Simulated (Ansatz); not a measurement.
```yaml
crystal:
  periodic: [false, false, false]
  atoms:
    - {symbol: Al, position_ang: [-0.769195, 0.897389, -1.195757]}
    - {symbol: C, position_ang: [0.680357, 0.065788, -0.218086]}
    - {symbol: Al, position_ang: [0.253295, -0.964198, 1.364734]}
    - {symbol: H, position_ang: [-1.506839, 0.101083, -2.355834]}
    - {symbol: H, position_ang: [-1.244270, 2.365856, -0.819099]}
    - {symbol: H, position_ang: [1.190453, -0.611957, -0.914454]}
    - {symbol: H, position_ang: [1.359807, 0.868964, 0.094442]}
    - {symbol: H, position_ang: [-0.065103, -2.515883, 1.242829]}
    - {symbol: H, position_ang: [0.189995, -0.253340, 2.784124]}
basis:
  gaussian: {orbitals: aug-cc-pVDZ, final_grid: {core_spheres: 5, valence_spheres: 4, degree: 11}}
hamiltonian: {xc: {name: HF}, dispersion: d2}
output: {forces: true}
```

```sh
$ ansatz run in.yaml --threads 2 --pin off --events-out ev --progress --plain --max-ram 4352MiB
```

(1) How does Ansatz answer? (Estimate.)

Results:

(1) Ansatz gave: The program refused the input.
```
Error: YAML parse error: error: line 15 column 43: hamiltonian.dispersion: `d2` is not `none`, `rvv10`, `d3bj`, `d3bjatm`, `d4` or a map `{method: …, s8: …, a1: …, a2_bohr: …}` (numbers without units, a2 in bohr) or `{method: …, functional: …}`
13 | basis:
14 |   gaussian: {orbitals: aug-cc-pVDZ, final_grid: {core_spheres: 5, valence_spheres: 4, degree: 11}}
15 | hamiltonian: {xc: {name: HF}, dispersion: d2}
16 | output: {forces: true}
```
